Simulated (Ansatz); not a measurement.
Reaction: COS (sulfanylidenemethanone, SMILES C(=S)=O) + H+ → CHOS+ (SMILES C(=O)=[SH+])
Each species at its own B3LYP-D3(BJ)/def2-TZVP minimum (Ansatz, a program for electronic structure), one conformer.

Wanted: proton affinity (electronic), positive where energy is released, in kJ/mol. Radicals and triplets start from unrestricted determinants; spin-orbit coupling is neglected. CBS(X,Y): correlation extrapolated as X^-3, Hartree-Fock from the larger set (Q,5: extrapolated as (X+1)exp(-9√X)). A bracket is a step between two methods taken in the basis named. Functionals run without relativity, which enters their misses. 'core' is core correlation in cc-pwCVTZ (1s frozen past Ne), 'X2C' scalar relativity in cc-pVTZ-DK, both at CCSD(T).

CCSD(T)/CBS(cc-pV(Q+d)Z,cc-pV(5+d)Z) + [CCSDT(Q) - CCSD(T)]/cc-pV(T+d)Z + core + X2C (Ansatz) gives 641.1 kJ/mol.

### Question
What does PBE/def2-TZVPD (Ansatz) give here, and how do the other levels compare?

### Answer
PBE gives 631.9 kJ/mol, 9.2 kJ/mol below it. Differences of the others: r2SCAN/def2-TZVPD (Ansatz) -11.4; PBE0/def2-TZVPD (Ansatz) -5.2; CCSD(T)/CBS(cc-pV(Q+d)Z,cc-pV(5+d)Z) + core + X2C (Ansatz) 0.0 kJ/mol. Nearer than PBE: PBE0/def2-TZVPD, CCSD(T)/CBS(cc-pV(Q+d)Z,cc-pV(5+d)Z) + core + X2C.
